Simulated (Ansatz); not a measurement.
# BSiP+ (quartet): the correlation ladder, def2-QZVPP

One table from this session's results is given with a row withheld; the runs are named, their logs left out.

Method: def2-QZVPP, core rule «outside noble gas», up to 11 orbitals frozen; program: Ansatz 0.2.0, Gaussian basis.

The runs, in order: UHF; ROHF; CCSD(T) on UHF.

2 further runs of the same task are left out: 2 set aside as unsound or not needed.

### The geometry

The geometry is a PBE0/def2-TZVP stationary point (not a proven minimum) of the parent state, kept for this charge and spin.

3 atoms, charge 1, spin multiplicity 4.

Atoms are counted from 1 here; the program's logs count them from 0.

Bond lengths: B1–Si2 1.861 Å, Si2–P3 2.006 Å. Angles: B1–Si2–P3 180.0°.

The first run:

Input file in.yaml:

```yaml
crystal:
  periodic: [false, false, false]
  atoms:
    - {symbol: B, position_ang: [0.000000, 0.000000, 1.909700]}
    - {symbol: Si, position_ang: [0.000000, 0.000000, 0.048400]}
    - {symbol: P, position_ang: [0.000000, 0.000000, -1.958100]}
basis:
  gaussian: {orbitals: "def2-QZVPP.json"}
total_charge: 1
magnetization: {spin_polarized: true, initial_magnetization: 3}
hamiltonian: {xc: hf}
output: {orbitals: {seedname: orbitals}}
```

Run with:

```
ansatz run in.yaml --threads 1 --pin off --events-out ev --progress --plain --max-ram 2393MiB
```

Among the steps run: UHF; ROHF; CCSD(T) on UHF.

One table of the session follows, with a row left open; its other results are not shown here.

It belongs to the step «Misses and costs». 

| method | from UCCSD(T) (meV) |
| --- | --- |
| ROHF | +8551.0 |
| UHF | +8146.7 |
| UMP2 | ? |
| UCCSD | +565.9 |
| UCCSD(T) | 0 |

**Question.** Estimate the row for UMP2.

**Answer.** from UCCSD(T) (meV): +1845.5. In the column «from UCCSD(T) (meV)» it lies between UCCSD (+565.9) and UHF (+8146.7).

Caveats from the session: The determinant is far from a pure spin state, so its energy mixes those of several spin states (harmless only where they are near-degenerate, as at dissociation).
